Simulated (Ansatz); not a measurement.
`OC1COCS1`. Total charge 0; spin multiplicity 1. The geometry is a stationary point of PBE0-D4/def2-TZVP. It is one conformer, not always the lowest.

```xyz
12

O     0.842   -0.603    1.512
C     0.606    0.477    0.643
C     0.837   -0.021   -0.787
O    -0.392   -0.193   -1.468
C    -1.458   -0.225   -0.573
S    -1.106    1.062    0.660
H     0.536   -0.355    2.389
H     1.251    1.328    0.883
H     1.430    0.691   -1.364
H     1.374   -0.973   -0.720
H    -1.542   -1.194   -0.067
H    -2.379    0.007   -1.107
```

Problem. What is the dipole moment at ωB97M-V/def2-TZVPP? (An estimate is asked.)

Solution. The calculation gave: 1.10 D, with components (0.35, 0.25, 1.01) D in this frame, pointing from negative to positive charge.

Problem. And with PBE, r2SCAN, B3LYP? (Best estimate.)

Solution. The calculation gave: PBE 0.97 D, r2SCAN 1.00 D, B3LYP 1.06 D.

Problem. Give the Mulliken charges with ωB97M-V, PBE, r2SCAN in def2-TZVPP. (Best estimate.)

Solution. Ansatz gave: 
```
atom  ωB97M-V    PBE  r2SCAN
  O1    -0.30  -0.29   -0.35
  C2     0.01   0.07    0.17
  C3    -0.01   0.01    0.09
  O4    -0.28  -0.23   -0.30
  C5    -0.10  -0.03    0.08
  S6    -0.09  -0.17   -0.18
  H7     0.17   0.18    0.20
  H8     0.12   0.09    0.06
  H9     0.09   0.07    0.03
 H10     0.10   0.08    0.06
 H11     0.13   0.10    0.07
 H12     0.14   0.12    0.08
```

B3LYP here is the variant with VWN-RPA as its local correlation; programs differ in this.
